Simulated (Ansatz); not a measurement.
**Worked example: correlation energy of SiO, singlet**

Geometry: a PBE0/def2-TZVP stationary point for this spin.

```yaml
atoms:
  - { symbol: Si, position_ang: [0.0000, 0.0000, 0.0000] }
  - { symbol: O, position_ang: [0.0000, 0.0000, 1.5088] }
```

Basis 6-31G; Ansatz 0.2.0. Only valence electrons are correlated (noble-gas cores frozen), which leaves 10 electrons in 16 orbitals. Prefix R: restricted or restricted open-shell reference.

Full CI is exact within this basis and frozen core; it isn't the basis-set limit.

Runs differ by some tens of microhartree through their thresholds, so steps under 0.03 kcal/mol mean nothing.

| level | total energy (hartree) |
| --- | --- |
| RHF | -363.700725 |
| RMP2 | -363.900654 |
| RCCSD | -363.892176 |
| RCCSD(T) | -363.901557 |
| RCCSDT | -363.901904 |
| RCCSDT(Q) | -363.903233 |
| RCCSDTQ | -363.903029 |
| full CI | -363.902975 |

What is the correlation energy at full CI, and what share of it do RMP2 and RCCSD recover?

E(corr) = -363.902975 − (-363.700725) = -0.202250 hartree = -5.504 eV. RMP2: -0.199929 / -0.202250 = 98.85 %. RCCSD: -0.191451 / -0.202250 = 94.66 %.

By how many kcal/mol does RCCSD(T) miss full CI (1 hartree = 627.509 kcal/mol), and which steps make up the rest?

-363.901557 − (-363.902975) = 0.001418 hartree = 0.89 kcal/mol. Steps: RCCSDT − RCCSD(T) = -0.22, RCCSDT(Q) − RCCSDT = -0.83, RCCSDTQ − RCCSDT(Q) = 0.13, full CI − RCCSDTQ = 0.03 kcal/mol. Differences between like states or geometries often cancel part of this.
